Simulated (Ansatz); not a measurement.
Consider the substitution at a C–C bond: `COC(F)CCl` + `C=N` → `C=NC(F)OC` + `CCl`.

Calculated with Ansatz (gas phase, PBE0-D4/def2-TZVP geometries, no zero-point term in ΔE). CCSD(T)/CBS adds triple-zeta CCSD(T) − MP2 to the extrapolated MP2 energy (def2 sets, frozen cores). This one scheme is used for every species. Functionals use def2-TZVPP. B3LYP here is the variant with VWN-RPA as its local correlation; programs differ in this. Each species was taken in one conformer, which may not be the lowest.

(1) Is it downhill or uphill in electronic energy at CCSD(T)/CBS, and by how much? (An estimate is asked.)

(2) What do these levels give: PBE-D4, PBE0-D4, B3LYP-D4, ωB97X-V, PBE, r2SCAN, PBE0, B3LYP, MP2/def2-TZVPP, SCS-MP2/def2-TZVPP, HF/def2-QZVPP, HF/CBS(def2)? (Estimate.)

Largest T1 diagnostic among the species: 0.012.

Answers

(1) Computed: Uphill: ΔE = +2.2 kcal/mol.

(2) Computed: PBE-D4 0.9, PBE0-D4 0.8, B3LYP-D4 1.0, ωB97X-V 1.3, PBE 0.7, r2SCAN 0.6, PBE0 0.6, B3LYP 0.7, MP2/def2-TZVPP 1.8, SCS-MP2/def2-TZVPP 1.8, HF/def2-QZVPP 0.3, HF/CBS(def2) 0.3 kcal/mol.

In def2-TZVPP, CCSD(T) changes the Hartree–Fock value by +1.5 kcal/mol (the triples alone add +0.0 kcal/mol) and MP2 by +1.4 kcal/mol.
